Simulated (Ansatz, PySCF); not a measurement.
System: acetamide, C2H5NO, net charge 0, singlet state. 
Structure (B3LYP-D3(BJ)/def2-TZVP (Ansatz, a program for electronic structure) minimum search):
```xyz
9

O      0.4073     1.2798     0.2946
C      0.0816     0.1387     0.0326
N      0.9986    -0.8468    -0.1812
C     -1.3711    -0.2792    -0.0780
H      0.7349    -1.7900    -0.3981
H     -1.8457     0.3222    -0.8532
H     -1.5079    -1.3352    -0.3102
H     -1.8688    -0.0520     0.8647
H      1.9753    -0.6128    -0.1189
```

Quantity: atomisation energy (electronic, to ground-state atoms), in eV. Correlated levels leave the core frozen unless marked. UHF or UKS for open shells. No spin-orbit coupling. No relativistic terms. The coupled-cluster limit lacks core correlation, which all-electron functionals hold. CBS marks a two-point X^-3 extrapolation of the correlation energy; Hartree-Fock from the larger set. [CCSD(T)-MP2]/basis is that difference in the basis named.

```json
[
 {"level": "HF-D3(BJ)/def2-TZVPD", "program": "PySCF + dftd3", "atomisation energy (eV)": "27.46", "minus last row": "-10.14"},
 {"level": "PBE-D3(BJ)/def2-TZVPD", "program": "Ansatz + dftd3", "atomisation energy (eV)": "38.92", "minus last row": "1.32"},
 {"level": "revPBE/def2-TZVPD", "program": "Ansatz", "atomisation energy (eV)": "37.37", "minus last row": "-0.23"},
 {"level": "B3LYP-D4/def2-TZVPD", "program": "Ansatz + dftd4", "atomisation energy (eV)": "37.77", "minus last row": "0.17"},
 {"level": "MP2/6-31G", "program": "Ansatz", "atomisation energy (eV)": "31.54", "minus last row": "-6.06"},
 {"level": "CCSD/STO-3G", "program": "Ansatz", "atomisation energy (eV)": "33.48", "minus last row": "-4.12"},
 {"level": "CCSD/cc-pVTZ", "program": "Ansatz", "atomisation energy (eV)": "35.83", "minus last row": "-1.77"},
 {"level": "CCSD(T) with core electrons/cc-pwCVTZ", "program": "Ansatz", "atomisation energy (eV)": "36.67", "minus last row": "-0.93"},
 {"level": "RI-MP2/CBS(cc-pVTZ,cc-pVQZ)+[CCSD(T)-MP2]/cc-pVTZ", "program": "Ansatz", "atomisation energy (eV)": "37.60", "minus last row": "0.00"},
 {"level": "RI-MP2/CBS(aug-cc-pVTZ,aug-cc-pVQZ)+[CCSD(T)-MP2]/aug-cc-pVTZ", "program": "Ansatz", "atomisation energy (eV)": "37.60", "minus last row": "0.00"}
]
```
